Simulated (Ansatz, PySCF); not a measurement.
Species: C4H3S, net charge 0, doublet state. It need not be the lowest isomer of its formula. 
Structure (B3LYP-D3(BJ)/def2-TZVP (Ansatz, an electronic-structure program) minimum search):
SMILES: c1[c]scc1
```xyz
8

S     -0.0004     0.0646     1.2100
C     -0.0118     1.2441    -0.0151
C      0.0112    -1.1811     0.0014
C     -0.0076     0.7751    -1.2817
C      0.0060    -0.6593    -1.2588
H      0.0210    -2.2174     0.2977
H     -0.0134     1.3765    -2.1780
H      0.0116    -1.2659    -2.1536
```
Charge 0, spin multiplicity 2.
Markedly spin-contaminated UHF reference, which strains HF, MP2 and, less, CCSD(T): [c]1cccs1.

Property: enthalpy of formation at 298 K (from the atomisation energy, B3LYP-D3(BJ)/def2-TZVP harmonic zero-point and thermal terms from PySCF, and the atoms' enthalpies of formation in the G2/97 table; no spin-orbit terms, and no core term in the frozen-core levels), in kJ/mol. Valence correlation only, unless marked. UHF or UKS for open shells. No spin-orbit coupling. Non-relativistic. The coupled-cluster limit lacks core correlation, which all-electron functionals hold. Basis-set limits of correlation are two-point, X^-3; Hartree-Fock from the larger set. The bracket is a focal-point correction in the basis named.

| level | program | enthalpy of formation at 298 K (kJ/mol) | minus last row |
|---|---|---|---|
| HF/6-31G | Ansatz | 1648.7 | 1240.3 |
| BLYP-D4/def2-TZVPD | Ansatz + dftd4 | 374.4 | -34.0 |
| B97M-V/def2-TZVPD | Ansatz | 360.1 | -48.3 |
| PBE0/6-31G* | Ansatz | 349.7 | -58.7 |
| PBE0-D3(BJ)/def2-TZVP | Ansatz + dftd3 | 307.9 | -100.5 |
| BHLYP/def2-TZVPD | Ansatz | 553.9 | 145.5 |
| MP2/STO-3G | Ansatz | 526.1 | 117.7 |
| MP2/cc-pV(D+d)Z | Ansatz | 631.4 | 223.0 |
| RI-MP2/cc-pV(T+d)Z | Ansatz | 446.6 | 38.2 |
| RI-MP2/CBS(cc-pV(T+d)Z,cc-pV(Q+d)Z)+[CCSD(T)-MP2]/cc-pV(T+d)Z | Ansatz | 408.4 | 0.0 |
